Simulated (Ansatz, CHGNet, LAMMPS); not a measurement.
**Elastic constant C11 of rock-salt MgO: levels of theory against measurement**

Reference value: 306 GPa (measured, temperature not stated, not corrected to a static lattice, sources range from 298 to 306; as tabulated in Råsander and Moram (2015), arXiv:1505.02379).

Task: What do ionic model pedone2006, CHGNet 0.3.0, LDA, PBE, PBEsol, PBE-D3(BJ), r²SCAN, HSE06, PBE0 give, and how far is each from the reference?

Result: 
```csv
level (code),value (GPa),cell (Å³/atom),difference (%)
"ionic model pedone2006 (rigid ions, LAMMPS)",295,9.53,-3.6
CHGNet 0.3.0 (CHGNet),213,9.64,-30
LDA (Ansatz),325,9.00,+6.2
PBE (Ansatz),267,9.62,-12.7
PBEsol (Ansatz),293,9.36,-4.2
PBE-D3(BJ) (Ansatz),302,9.31,-1.3
r²SCAN (Ansatz),310,9.29,+1.3
HSE06 (Ansatz),306,9.27,0.0
PBE0 (Ansatz),306,9.28,0.0
```

Leaving aside ionic model pedone2006, which can be fitted to such values or carry a doubt: The reference's temperature isn't stated, so close values are not ranked against it. Off by more than 25 % (a bound picked here): CHGNet 0.3.0 (-30 %).

The reference has no zero-point or thermal correction, while the calculations are for a static lattice, so the differences are not the levels' errors alone. A static lattice is as a rule stiffer than a warm one, by over a tenth in soft solids.  PBE-D3(BJ): the dispersion coefficients are held fixed in the derivatives. Each level is taken at its own relaxed cell. Cutoffs differ between the levels. Ansatz's density-functional and Hartree–Fock values are scalar-relativistic unless marked +SOC, with PAW data made under PBE.

Empirical potentials (ionic model pedone2006) are fitted to chosen data, which need not cover the solid at hand: agreement can be built in, and what lay outside the fit can be far off. Machine-learned potentials (CHGNet 0.3.0) are trained on DFT data, which may include these solids.

Differences are worked out from the printed values.

Ansatz is a quantum-chemistry and plane-wave program.
